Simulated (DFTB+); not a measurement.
DFTB+ input (SCC-DFTB): The folder sk holds the Slater-Koster set scc that CP2K ships.

```
Geometry = xyzFormat {
10

C      0.00338377     0.10886783     0.55856994
C     -0.00493192     1.40362732    -0.22443988
C      0.00154860    -1.23332597    -0.22868881
H     -0.86721713     0.06866735     1.23737251
H      0.88297494     0.07298702     1.22592807
H      0.00802955    -2.13036317     0.42385519
H      0.88047196     1.44474346    -0.88717900
H     -0.89911906     1.44035123    -0.87554232
H     -0.88326491    -1.28787415    -0.87278214
H      0.87812193    -1.28352684    -0.88429978
}
Hamiltonian = DFTB {
  SCC = Yes
  SCCTolerance = 1e-8
  MaxSCCIterations = 300
  Charge = -1
  SlaterKosterFiles = Type2FileNames {
    Prefix = "sk/"
    Separator = ""
    Suffix = ".spl"
    LowerCaseTypeName = Yes
  }
  MaxAngularMomentum {
    C = "p"
    H = "s"
  }
  Filling = Fermi { Temperature [K] = 0 }
}
ParserOptions { ParserVersion = 14 }
```

From the last part of the output:

```
    3       4.18618674
    4       1.03639112
    5       1.03639112
    6       1.01512899
    7       1.02079527
    8       1.02079526
    9       0.97708746
   10       0.97708746

l-shell populations (up)
 Atom Sh.   l       Population
    1   1   0       1.20549196
    1   2   1       2.76265533
    2   1   0       1.35513844
    2   2   1       3.40685086
    3   1   0       1.26074176
    3   2   1       2.92544498
    4   1   0       1.03639112
    5   1   0       1.03639112
    6   1   0       1.01512899
    7   1   0       1.02079527
    8   1   0       1.02079526
    9   1   0       0.97708746
   10   1   0       0.97708746

Orbital populations (up)
 Atom Sh.   l   m       Population  Label
    1   1   0   0       1.20549196  s
    1   2   1  -1       0.91822820  p_y
    1   2   1   0       0.94871238  p_z
    1   2   1   1       0.89571474  p_x
    2   1   0   0       1.35513844  s
    2   2   1  -1       1.30010321  p_y
    2   2   1   0       1.21884239  p_z
    2   2   1   1       0.88790526  p_x
    3   1   0   0       1.26074176  s
    3   2   1  -1       0.99750530  p_y
    3   2   1   0       0.97510695  p_z
    3   2   1   1       0.95283273  p_x
    4   1   0   0       1.03639112  s
    5   1   0   0       1.03639112  s
    6   1   0   0       1.01512899  s
    7   1   0   0       1.02079527  s
    8   1   0   0       1.02079526  s
    9   1   0   0       0.97708746  s
   10   1   0   0       0.97708746  s

Fermi level:                         0.3249599208 H            8.8426 eV
Band energy:                        -2.3322766099 H          -63.4645 eV
TS:                                  0.0000000000 H            0.0000 eV
Band free energy (E-TS):            -2.3322766099 H          -63.4645 eV
Extrapolated E(0K):                 -2.3322766099 H          -63.4645 eV
Input / Output electrons (q):     20.0000000000     20.0000000000

Energy H0:                          -7.9446225954 H         -216.1842 eV
Energy SCC:                          0.1701627710 H            4.6304 eV
Total Electronic energy:            -7.7744598245 H         -211.5538 eV
Repulsive energy:                    0.0648606462 H            1.7649 eV
Total energy:                       -7.7095991783 H         -209.7889 eV
Extrapolated to 0:                  -7.7095991783 H         -209.7889 eV
Total Mermin free energy:           -7.7095991783 H         -209.7889 eV
Force related energy:               -7.7095991783 H         -209.7889 eV

Non-constrained calculation

SCC converged

Warning: dipole moment is not defined absolutely!
Dipole moment:    0.00595741   -1.75421502    0.24894090 au
Dipole moment:    0.01514223   -4.45877018    0.63274471 Debye
```

The dipole moment of an ion depends on the origin.
